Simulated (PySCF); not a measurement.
One molecule, one basis, several functionals.

Compound: H5NOSi.
SMILES: `[SiH2](N)O`

Torsions of this conformer, `[NH2:1][SiH2:2][OH:3]`: H–N1–Si2–O3 -73°, H–N1–Si2–O3 129°, H–O3–Si2–N1 -49°.

PySCF, def2-SVPD basis, density fitting, gas phase, PBE0-D3(BJ)/def2-SVP geometry; singlet excitations by full TDDFT with frozen cores, triplets by Tamm–Dancoff TDDFT and ionisation energies by ΔSCF, from the lowest of the holes tried. One functional is left out:

```json
{"functional": "LDA", "exact exchange (%)": "0", "HOMO energy (eV)": "-6.40", "LUMO energy (eV)": "-0.55", "lowest singlet excitation (eV)": "6.02", "lowest triplet excitation (eV)": "5.72", "mean polarisability (au)": "43.6", "vertical ionisation energy (eV)": "9.89"}
{"functional": "PBE", "exact exchange (%)": "0", "HOMO energy (eV)": "-6.26", "LUMO energy (eV)": "-0.45", "lowest singlet excitation (eV)": "5.96", "lowest triplet excitation (eV)": "5.64", "mean polarisability (au)": "43.0", "vertical ionisation energy (eV)": "9.74"}
{"functional": "B3LYP", "exact exchange (%)": "20", "HOMO energy (eV)": "-7.45", "LUMO energy (eV)": "-0.01", "lowest singlet excitation (eV)": "6.40", "lowest triplet excitation (eV)": "6.04", "mean polarisability (au)": "41.0", "vertical ionisation energy (eV)": "10.06"}
{"functional": "BHandHLYP", "exact exchange (%)": "50", "HOMO energy (eV)": "-9.06", "LUMO energy (eV)": "0.81", "lowest singlet excitation (eV)": "6.98", "lowest triplet excitation (eV)": "6.55", "mean polarisability (au)": "38.8", "vertical ionisation energy (eV)": "10.03"}
```

Task: Predict the row of PBE0 (25 % exact exchange) by straight lines through the other rows, and check it.

Result: 
```tsv
property	line	computed	computed − line	B3LYP (20 %), for comparison
HOMO energy (eV)	-7.70	-7.69	+0.01	-7.45
LUMO energy (eV)	0.15	0.29	+0.14	-0.01
lowest singlet excitation (eV)	6.49	6.62	+0.13	6.40
lowest triplet excitation (eV)	6.12	6.24	+0.12	6.04
mean polarisability (au)	40.9	40.6	-0.3	41.0
vertical ionisation energy (eV)	9.96	10.03	+0.07	10.06
```
